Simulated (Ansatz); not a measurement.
# Silanol (SiH₄O): small, medium and large basis sets

An exercise on one series of results from a longer session: the logs are not shown, and one member is left open.

Computed with Ansatz 0.2.0, Gaussian basis. Level: one geometry, several basis sets.

Levels to be run: PBE0-D4/def2-SVP; ωB97M-V/def2-SVP; PBE0-D4/def2-QZVPP; ωB97M-V/def2-QZVPP; CCSD(T)/cc-pV(D+d)Z; CCSD(T)/cc-pV(T+d)Z; CCSD(T)/cc-pV(Q+d)Z; the functionals' def2-TZVPP values are taken from earlier runs.

**The geometry**

An earlier PBE0-D4 in a triple-zeta def2 set relaxation fixed the geometry.

SMILES `O[SiH3]`, 6 atoms, charge 0, spin multiplicity 1.

Atoms are counted from 1 here; the program's logs count them from 0.

Bond lengths: O1–Si2 1.648 Å, O1–H3 0.958 Å, Si2–H4 1.489 Å, Si2–H5 1.481 Å, Si2–H6 1.489 Å. Angles: Si2–O1–H3 117.9°, O1–Si2–H4 111.7°, O1–Si2–H5 105.9°, O1–Si2–H6 111.7°, H4–Si2–H5 109.9°, H4–Si2–H6 107.9°, H5–Si2–H6 109.9°.

The first run:

Contents of in.yaml:

```yaml
crystal:
  periodic: [false, false, false]
  atoms:
    - {symbol: O, position_ang: [0.636713, -1.030299, 0.418986]}
    - {symbol: Si, position_ang: [-0.035725, 0.346543, -0.187021]}
    - {symbol: H, position_ang: [0.069058, -1.629237, 0.904721]}
    - {symbol: H, position_ang: [-1.128311, 0.045684, -1.152772]}
    - {symbol: H, position_ang: [1.060521, 1.064945, -0.875574]}
    - {symbol: H, position_ang: [-0.602256, 1.202354, 0.891669]}
basis:
  gaussian: {orbitals: def2-SVP}
hamiltonian: {xc: pbe0, dispersion: d4}
output: {orbitals: {seedname: orbitals}}
```

Launch:

```bash
ansatz run in.yaml --threads 2 --pin off --events-out ev --progress --plain --max-ram 32768MiB --backend cpu
```

Steps of the session up to this table: PBE0-D4 in def2-SVP; ωB97M-V in def2-SVP; PBE0-D4 in def2-QZVPP; ωB97M-V in def2-QZVPP.

One of the session's tables, all rows but one given; the rest of the session is left out.

It belongs to the step «Density functionals: the series». 

```
functional       basis  HOMO (eV)  LUMO (eV)
   PBE0-D4    def2-SVP      -8.55       0.68
   PBE0-D4  def2-TZVPP      -8.73       0.04
   PBE0-D4  def2-QZVPP      -8.77      -0.19
   ωB97M-V    def2-SVP     -10.85       2.54
   ωB97M-V  def2-TZVPP     -11.07       1.65
   ωB97M-V  def2-QZVPP          ?          ?
```

**Question.** Estimate the row for ωB97M-V, def2-QZVPP.

The run gave: HOMO (eV): -11.10; LUMO (eV): 1.20. In the column «HOMO (eV)» it is the lowest.
